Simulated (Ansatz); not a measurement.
Input file:

```yaml
crystal:
  periodic: [false, false, false]
  atoms:
    - {symbol: F, position_ang: [0.000000, 0.000000, 1.733100]}
    - {symbol: Mg, position_ang: [0.000000, 0.000000, -0.022700]}
    - {symbol: H, position_ang: [0.000000, 0.000000, -1.710400]}
basis:
  gaussian: {orbitals: 6-31G}
magnetization: {spin_polarized: false}
correlation: {method: bccd_t, electrons: valence}
```

```sh
$ ansatz run in.yaml --threads 1 --pin off --events-out ev --progress --plain --max-ram 2393MiB
```

Q: Roughly how long does this take on 1 thread of Arm Neoverse V1, shared host, and how much host memory?

A: 0.27 s wall and 0.14 GiB.

```
244 factors; integrals over basis functions are off by at most 2.3e-4 eV
mean field evaluation 1: about -8151.2467 eV, gradient 3.3e1 eV
mean field evaluation 2: about -8151.2700 eV, gradient 3.3e1 eV
mean field evaluation 4: about -8153.4297 eV, gradient 1.2e0 eV
mean field evaluation 8: about -8153.4415 eV, gradient 1.0e-3 eV
mean field evaluation 16: about -8153.4003 eV, gradient 1.5e-1 eV
mean field -8153.44146539 eV, -299.6334472519 hartree, gradient 1.2e-6 eV, S^2 0.000000; 0 other end points of the search recorded, 0 dependent functions left out
2 core orbitals not correlated: weight in the atoms' cores, before any rotation towards them, 1.000 or more for the frozen orbitals, at most 0.000 for the correlated occupied ones
reference -8153.44146539 eV, -299.6334472519 hartree; 9, 9 occupied and 13, 13 virtual orbitals, 244 factors
second order -4.07198070 eV of doubles, -0.00000000 eV of singles
cycle   1  -4.01688526 eV  change    5.5e-2 eV  update   7.5e-2
cycle   2  -4.16280854 eV  change   -1.5e-1 eV  update   3.0e-2
cycle   3  -4.21908986 eV  change   -5.6e-2 eV  update   1.7e-2
cycle   4  -4.21295618 eV  change    6.1e-3 eV  update   3.1e-3
cycle   5  -4.21013836 eV  change    2.8e-3 eV  update   1.2e-3
cycle   6  -4.21027863 eV  change   -1.4e-4 eV  update   3.6e-4
cycle   7  -4.21032558 eV  change   -4.7e-5 eV  update   1.1e-4
cycle   8  -4.21029150 eV  change    3.4e-5 eV  update   4.0e-5
cycle   9  -4.21029332 eV  change   -1.8e-6 eV  update   1.7e-5
perturbative correction -0.06689957 eV, -0.0024585138 hartree
Total energy: -8157.71865828 eV, -299.7906311914 hartree
```
